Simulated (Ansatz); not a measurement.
Input file:

```yaml
crystal:
  periodic: [false, false, false]
  atoms:
    - {symbol: Ge, position_ang: [0.000000, 0.000000, 0.000000]}
    - {symbol: O, position_ang: [0.000000, 0.000000, 2.423400]}
basis:
  gaussian: {orbitals: STO-3G}
total_charge: 1
magnetization: {spin_polarized: false, initial_magnetization: 5}
correlation: {method: bccd_t, electrons: all}
scf: {lower_state_search: off}
output: {forces: true}
```

```sh
$ ansatz run in.yaml --threads 1 --pin off --events-out ev --progress --plain --max-ram 2393MiB
```

The program prints:

```
these checks for a lower state are left out or cut short: starts, cluster_reference, orbital_swaps, neighbouring_geometries, increment
239 factors; integrals over basis functions are off by at most 2.5e-5 eV
mean field evaluation 1: about -57829.1391 eV, gradient 2.2e0 eV
mean field evaluation 2: about -57829.1573 eV, gradient 2.2e0 eV
mean field evaluation 4: about -57829.4154 eV, gradient 7.5e-1 eV
mean field evaluation 8: about -57829.4307 eV, gradient 2.4e-3 eV
mean field -57829.43071028 eV, -2125.1923804067 hartree, gradient 3.9e-6 eV, S^2 8.750000; 0 other end points of the search recorded, 0 dependent functions left out
reference -57829.43071028 eV, -2125.1923804067 hartree; 22, 17 occupied and 1, 6 virtual orbitals, 239 factors
second order -0.16239961 eV of doubles, -0.02571095 eV of singles
cycle   1  -0.21285021 eV  change   -2.4e-2 eV  update   3.6e-2
cycle   2  -0.24534428 eV  change   -3.2e-2 eV  update   1.9e-2
cycle   3  -0.26029484 eV  change   -1.5e-2 eV  update   1.2e-2
cycle   4  -0.26358345 eV  change   -3.3e-3 eV  update   4.4e-3
cycle   5  -0.26622951 eV  change   -2.6e-3 eV  update   3.0e-3
cycle   6  -0.26937281 eV  change   -3.1e-3 eV  update   2.2e-3
cycle   7  -0.27087460 eV  change   -1.5e-3 eV  update   1.3e-3
cycle   8  -0.27110956 eV  change   -2.3e-4 eV  update   7.9e-4
cycle   9  -0.27118498 eV  change   -7.5e-5 eV  update   5.4e-4
cycle  10  -0.27117093 eV  change    1.4e-5 eV  update   1.8e-4
cycle  11  -0.27115374 eV  change    1.7e-5 eV  update   8.1e-5
cycle  12  -0.27113146 eV  change    2.2e-5 eV  update   4.2e-5
cycle  13  -0.27112651 eV  change    5.0e-6 eV  update   2.3e-5
cycle  14  -0.27112459 eV  change    1.9e-6 eV  update   1.3e-5
cycle  15  -0.27112662 eV  change   -2.0e-6 eV  update   5.7e-6
cycle  16  -0.27112763 eV  change   -1.0e-6 eV  update   3.1e-6
cycle  17  -0.27112749 eV  change    1.4e-7 eV  update   1.8e-6
cycle  18  -0.27112732 eV  change    1.7e-7 eV  update   1.2e-6
cycle  19  -0.27112676 eV  change    5.6e-7 eV  update   6.9e-7
cycle  20  -0.27112650 eV  change    2.6e-7 eV  update   3.8e-7
perturbative correction -0.00079327 eV, -0.0000291521 hartree
the calculation of the forces begins
Total energy: -57829.70263004 eV, -2125.2023732738 hartree
Atom 0 at     0.000000     0.000000     0.000000 Å, force    -0.000000    -0.000000     2.357335 eV/Å
Atom 1 at     0.000000     0.000000     2.423400 Å, force     0.000000    -0.000000    -2.357335 eV/Å
Dipole moment:    -0.000000     0.000000     0.152915 e Å
Checks for a lower state left out: starts, cluster_reference, orbital_swaps, neighbouring_geometries, increment
```

Forces (eV/Å):
```
Ge   0.000  0.000  2.357
O    0.000  0.000 -2.357
```

Ran on 1 thread of Arm Neoverse V2, shared host: 2.4 s wall, 0.19 GiB peak host memory.
